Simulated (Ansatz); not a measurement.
## How far each method lies from full CI for H₃S⁺, quintet

Geometry: that of the H3S⁺, triplet, kept fixed. The singlet lies 11.4 eV lower here.

```xyz
4

S     0.0000   -0.0391    0.0000
H     0.0000    1.3184    0.0000
H     0.0000   -0.0372    1.5201
H     0.0000   -0.0372   -1.5201
```

Basis 6-31G; Ansatz 0.2.0. Correlated methods freeze the noble-gas cores, which leaves 8 electrons in 14 orbitals. R marks a restricted (for open shells ROHF) determinant, U an unrestricted one. Active spaces: valence = (8e, 7o) chosen from the atoms' valence shells.

Full CI is exact within this basis and frozen core; it isn't the basis-set limit. The frozen core follows each run's orbitals, which can shift R against U totals by a few meV.

For open shells CISD and CISDTQ are restricted-active-space CI with the open shells as a complete middle space.

The UHF ⟨S²⟩ is 6.030 and the T1 diagnostic (RCCSD) is 0.0176. The largest doubles amplitude (RCCSD) is 0.127. The T1 diagnostic (UCCSD) is 0.0171.

| level | E − E(full CI) (kJ/mol) | share of correlation (%) | wall time |
| --- | --- | --- | --- |
| RHF | 163.3 | 0.00 | – |
| UHF | 143.3 | 12.24 | – |
| RMP2 | 48.5 | 70.30 | – |
| UMP2 | 52.3 | 68.00 | – |
| CISD | 3.5 | 97.83 | 0.54 s |
| RCCSD | 3.0 | 98.18 | – |
| UCCSD | 2.8 | 98.29 | – |
| RCCSD(T) | 0.9 | 99.46 | 0.42 s |
| UCCSD(T) | 0.9 | 99.47 | 0.39 s |
| BCCD(T) | 0.9 | 99.47 | 0.54 s |
| RCCSDT | 0.0 | 99.98 | – |
| UCCSDT | 0.0 | 100.00 | – |
| CISDTQ | 0.1 | 99.96 | 1.6 s |
| RCCSDT(Q) | 0.0 | 99.99 | 2.5 s |
| UCCSDT(Q) | 0.0 | 100.00 | 2.3 s |
| RCCSDTQ | 0.0 | 100.00 | 13 s |
| UCCSDTQ | 0.0 | 100.01 | 13 s |
| CASSCF (valence space) | 69.2 | 57.64 | – |
| NEVPT2 (valence space) | 16.7 | 89.78 | 0.33 s |
| MRCISD (valence space) | 1.6 | 99.03 | – |
| MRCISD+Q (valence space) | 0.5 | 99.68 | 0.78 s |

The correlation energy at full CI, counted from RHF, is -1.693 eV. That run took 1.2 s on 1 thread of Arm Neoverse V1, shared host over 70,160 determinants.

Times hold each run's SCF and search for its determinant on a shared host, so for small cases they say little of a method's own cost; they ran on 1 thread of Arm Neoverse V1.

The full-CI state has the irrep B1 of C2v, in the program's axes.

Natural occupations of full CI about the gap: 1.987 1.945 1.012 0.998 0.995 0.990 0.053 0.005 0.004 0.003; effectively unpaired electrons, Σ n²(2−n)², 4.02.
